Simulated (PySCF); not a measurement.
Method: PySCF energies (xtb for GFN2) plus ideal-gas RRHO corrections (1 bar). 'Table' is the NASA 1993 thermochemical table (part measured, part estimated). Open shells (unrestricted): OH (multiplicity 2, electronic degeneracy 4). GFN2 has no spin-polarisation term. Spin-orbit splitting is ignored; it lowers the true energy and changes the entropy of OH. The harmonic model lacks anharmonicity and excited electronic states, which grow with temperature; levels with a mode under 35 cm⁻¹ are left out. The table's entry may be an old estimate for OH (not checked at source).

Harmonic frequencies at GFN2-xTB (cm⁻¹): 3575. Point group C∞v; S°(298 K) = 183.8 J/mol/K at this level.

Question: Work out Cp and S° of gaseous OH at 500, 800, 1200, 1600, 2000 K from these, and set them beside the table.

Answer: 
| T (K) | Cp GFN2-xTB | Cp table | S° GFN2-xTB | S° table |
|---|---|---|---|---|
| 500 | 29.1 | 29.5 | 198.9 | 199.1 |
| 800 | 29.7 | 29.9 | 212.7 | 213.0 |
| 1200 | 31.3 | 31.7 | 225.0 | 225.4 |
| 1600 | 32.8 | 33.4 | 234.2 | 234.8 |
| 2000 | 34.0 | 34.7 | 241.7 | 242.4 |
Units J/mol/K.
